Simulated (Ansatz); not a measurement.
# CH6BP: the cost of one run

The runs use Ansatz 0.2.0, Gaussian basis; the settings change from run to run.

## (1) The relaxed structure

An earlier PBE0-D4/def2-TZVP relaxation fixed the geometry.

SMILES `CBP`, 9 atoms, charge 0, spin multiplicity 1.

Atoms are counted from 1 here; the program's logs count them from 0.

Bond lengths: C1–B2 1.557 Å, C1–H4 1.096 Å, C1–H5 1.099 Å, C1–H6 1.091 Å, B2–P3 1.878 Å, B2–H7 1.199 Å, P3–H8 1.412 Å, P3–H9 1.413 Å. Angles: B2–C1–H4 111.1°, B2–C1–H5 107.6°, B2–C1–H6 115.8°, H4–C1–H5 104.8°, H4–C1–H6 109.0°, H5–C1–H6 107.9°, C1–B2–P3 123.4°, C1–B2–H7 119.8°, P3–B2–H7 116.4°, B2–P3–H8 102.8°, B2–P3–H9 102.8°, H8–P3–H9 99.2°.

## (2) RPBE/ANO-RCC-VTZP

Set apart from the defaults: multiplicity 3.

Contents of in.yaml:

```yaml
crystal:
  periodic: [false, false, false]
  atoms:
    - {symbol: C, position_ang: [-0.574951, 0.955773, -0.614470]}
    - {symbol: B, position_ang: [0.158386, -0.406069, -0.435304]}
    - {symbol: P, position_ang: [0.198948, -1.351769, 1.186707]}
    - {symbol: H, position_ang: [-1.309545, 0.903637, -1.425792]}
    - {symbol: H, position_ang: [0.167953, 1.690450, -0.954196]}
    - {symbol: H, position_ang: [-1.058848, 1.355356, 0.278349]}
    - {symbol: H, position_ang: [0.625054, -0.962693, -1.389410]}
    - {symbol: H, position_ang: [1.498297, -1.903715, 1.194263]}
    - {symbol: H, position_ang: [0.383308, -0.327170, 2.142655]}
basis:
  gaussian: {orbitals: ANO-RCC-VTZP}
magnetization: {spin_polarized: true, initial_magnetization: 2}
hamiltonian: {xc: {name: RPBE}}
output: {forces: true}
```

On the command line:

```console
$ ansatz run in.yaml --threads 2 --pin off --events-out ev --progress --plain --max-ram 4352MiB
```

What time and memory should one allow on 2 threads of Intel Xeon Platinum 8375C at 2.90GHz, shared host?

About 8.5 s, with a peak of 0.44 GiB.
